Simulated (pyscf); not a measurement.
PySCF, gas phase, ωB97X-D3(BJ)/def2-SVP geometries.

Task: PBE/def2-TZVP puts the barrier of NH₃ + H₂N–TiH(NH₂)–NH₂ -> H₂N–Ti(NH₂)(NH₂)–NH₂ + H₂ (four-centre exchange; singlet surface; H–N, H–Ti broken, N–Ti, H–H formed) at 28.6 kJ/mol and the reaction energy at -73.6 kJ/mol, from the separated reactants. What do PBE0-D3(BJ)/def2-TZVP, M06-2X/def2-TZVP, ωB97M-D3(BJ)/def2-TZVP give on the same structures?

Result: PBE0-D3(BJ): ΔE‡ = 29.5 kJ/mol, ΔE = -71.6 kJ/mol; M06-2X: ΔE‡ = 31.0 kJ/mol, ΔE = -84.9 kJ/mol; ωB97M-D3(BJ): ΔE‡ = 47.2 kJ/mol, ΔE = -66.4 kJ/mol. PBE's barrier matches one of them and lies within 18.5 kJ/mol of the others. Its reaction energy lies among theirs. On the reactant side the descent ends in an adduct with a N–Ti contact (not fully relaxed), 56.7 kJ/mol under the separated species and 94.4 kJ/mol under the saddle at ωB97X-D3(BJ)/def2-TZVP. What is counted as formed (N–Ti) is already present as a longer contact in the reactant adduct; forming that adduct is a step of its own. At the saddle there is also a short H–Ti contact that neither side keeps. At ωB97X-D3(BJ) the barrier from the zero used here is 37.7 kJ/mol. This is the saddle that the search found; another between the same sides may lie lower.
